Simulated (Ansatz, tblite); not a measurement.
**Si(NMe2)H3 (C2H9NSi): rung by rung**

One table from this session's results is given with a row withheld; the runs are named, their logs left out.

Method: as each input shows; program: Ansatz 0.2.0, Gaussian basis.

The runs, in order: GFN1-xTB, GFN2-xTB, PBE-D4/def2-TZVP, r2SCAN-D4/def2-TZVP, ωB97X-V/def2-TZVP, r2SCAN0-D4/def2-TZVP, revPBE-D4/def2-TZVP, PBE-D4/def2-SVP, PBE0-D4/def2-SVP, HF/STO-3G, CCSD(T)/def2-TZVP, RPA/def2-TZVP.

2 further runs of the same task are left out: 2 set aside as unsound or not needed.

**The structure**

The geometry is that of the singlet, from an earlier relaxation (PBE-D4/def2-SVP).

13 atoms, charge 0, spin multiplicity 1.

Bond lengths: C1–N3 1.450 Å, C1–H5 1.115 Å, C1–H6 1.109 Å, C1–H7 1.120 Å, C2–N3 1.450 Å, C2–H8 1.109 Å, C2–H9 1.120 Å, C2–H10 1.115 Å, N3–Si4 1.750 Å, Si4–H11 1.505 Å, Si4–H12 1.505 Å, Si4–H13 1.517 Å. Angles: N3–C1–H5 110.7°, N3–C1–H6 110.6°, N3–C1–H7 113.4°, H5–C1–H6 107.4°, H5–C1–H7 106.9°, H6–C1–H7 107.5°, N3–C2–H8 110.6°, N3–C2–H9 113.4°, N3–C2–H10 110.7°, H8–C2–H9 107.5°, H8–C2–H10 107.4°, H9–C2–H10 106.9°, C1–N3–C2 114.2°, C1–N3–Si4 120.9°, C2–N3–Si4 120.8°, N3–Si4–H11 107.7°, N3–Si4–H12 107.7°, N3–Si4–H13 116.1° and more.

PBE0-D4/def2-TZVP was run before; its log isn't repeated, and its numbers join the tables.

The first run:

Tight binding, by tblite at 300 K electronic temperature and without a spin-polarisation term:

```python
tblite.interface.Calculator('GFN1-xTB', numbers, positions, charge=0, uhf=0).singlepoint()
```

Tight binding, by tblite at 300 K electronic temperature and without a spin-polarisation term:

```python
tblite.interface.Calculator('GFN2-xTB', numbers, positions, charge=0, uhf=0).singlepoint()
```

start.molden holds the orbitals of an earlier run on this state, given as this run's starting guess.

File in.yaml:

```yaml
crystal:
  periodic: [false, false, false]
  atoms:
    - {symbol: C, position_ang: [1.090906, -0.540812, 0.851401]}
    - {symbol: C, position_ang: [-1.048883, 0.621266, 0.848669]}
    - {symbol: N, position_ang: [0.094493, 0.173698, 0.076906]}
    - {symbol: Si, position_ang: [-0.023861, -0.047037, -1.655330]}
    - {symbol: H, position_ang: [1.452137, 0.084478, 1.701129]}
    - {symbol: H, position_ang: [1.971055, -0.787339, 0.223222]}
    - {symbol: H, position_ang: [0.710936, -1.498111, 1.290181]}
    - {symbol: H, position_ang: [-1.733614, 1.224696, 0.218507]}
    - {symbol: H, position_ang: [-1.645897, -0.218249, 1.286978]}
    - {symbol: H, position_ang: [-0.722871, 1.265534, 1.698452]}
    - {symbol: H, position_ang: [1.375251, -0.077145, -2.208408]}
    - {symbol: H, position_ang: [-0.803323, 1.113650, -2.211813]}
    - {symbol: H, position_ang: [-0.716320, -1.314628, -2.119883]}
basis:
  gaussian: {orbitals: def2-TZVP, initial_orbitals: start.molden}
hamiltonian: {xc: pbe, dispersion: d4}
scf: {omitted_lower_state_checks: [starts]}
output: {forces: true, orbitals: {seedname: orbitals}}
```

On the command line:

```
> ansatz run in.yaml --threads 2 --pin off --events-out ev --progress --plain --max-ram 4352MiB
```

Steps of the session up to this table: PBE-D4/def2-TZVP; r2SCAN-D4/def2-TZVP; ωB97X-V/def2-TZVP; r2SCAN0-D4/def2-TZVP; revPBE-D4/def2-TZVP; PBE-D4/def2-SVP; PBE0-D4/def2-SVP; HF/STO-3G; CCSD(T)/def2-TZVP; RPA/def2-TZVP.

One of the session's tables, all rows but one given; the rest of the session is left out.

It belongs to the step «Binding energy». 

```
              method  binding an atom (eV)
           HF/STO-3G                 3.372
        HF/def2-TZVP                 2.678
     PBE-D4/def2-SVP                 3.685
    PBE-D4/def2-TZVP                 3.667
 revPBE-D4/def2-TZVP                 3.601
 r2SCAN-D4/def2-TZVP                 3.620
    PBE0-D4/def2-SVP                 3.643
   PBE0-D4/def2-TZVP                 3.625
r2SCAN0-D4/def2-TZVP                 3.585
   ωB97X-V/def2-TZVP                 3.648
       MP2/def2-TZVP                 3.498
      CCSD/def2-TZVP                     ?
   CCSD(T)/def2-TZVP                 3.495
```

**Question.** Estimate the row for CCSD/def2-TZVP.

The run gave: binding an atom (eV): 3.457. In the column «binding an atom (eV)» it lies between HF/STO-3G (3.372) and CCSD(T)/def2-TZVP (3.495).

To keep in mind: Free atoms were run apart at each level; binding is atoms less cluster, divided by the number of atoms, without zero-point or spin-orbit terms.
